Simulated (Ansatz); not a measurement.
Born–Oppenheimer molecular dynamics of H5N2Si (8 atoms, charge -1, multiplicity 1). It starts at the highest image of a converged band. Of that band: The profile has 2 maxima (images 4, 6) with wells between them (image 5): this band takes more than one step, which may be the mechanism or a detour left from its start path. Neighbouring images differ by up to 2.4 eV, so the band resolves the path poorly. A vibrational analysis at the climbing image gives one clearly imaginary mode, 1553i cm⁻¹: a first-order saddle point.

All numbers below come from RKS B3LYP-D4/def2-mTZVP (Ansatz).

```
ensemble                      : NVE (velocity Verlet)
time step                     : 0.5 fs
steps asked                   : 200
starting velocities drawn for : 100 K
seed                          : 3717
```

First frame:

```xyz
8
Properties=species:S:1:pos:R:3
N -1.055 0.688 -1.089
Si 0.456 0.652 -0.209
N 0.798 -0.817 0.804
H -1.905 0.238 -0.693
H 0.208 0.180 -1.730
H 0.588 1.636 0.992
H 0.228 -0.897 1.646
H 0.682 -1.681 0.280
```

Question: How far do the bonds stretch over the last three quarters of this one trajectory? (Pairs bonded in most of those frames.)

Answer: 
```
  bond  mean (Å)  spread (Å)  shortest  longest
N1–Si2     1.666       0.071      1.56     1.77
 N1–H4     1.035       0.015      1.00     1.07
Si2–N3     1.815       0.033      1.78     1.89
Si2–H6     1.645       0.165      1.34     1.92
 N3–H7     1.021       0.008      1.01     1.04
 N3–H8     1.021       0.013      1.00     1.04
```

Mean temperature of the second half: 1829 K. The conserved energy stayed within 0.59 meV per atom of its start (net change 0.4 meV per atom), so the integration is sound. The system heated up, since it started high on the potential surface and ran downhill. A run of 0.1 ps of so small a system gives no equilibrium averages. The orbitals stay closed-shell, which can raise the energy where a bond breaks towards radicals; this wasn't checked here. Limits of this set-up: an anion without diffuse functions, the dipole of an ion depends on the origin.

Run time: 4.1 min on 1 CPU thread of a shared host.
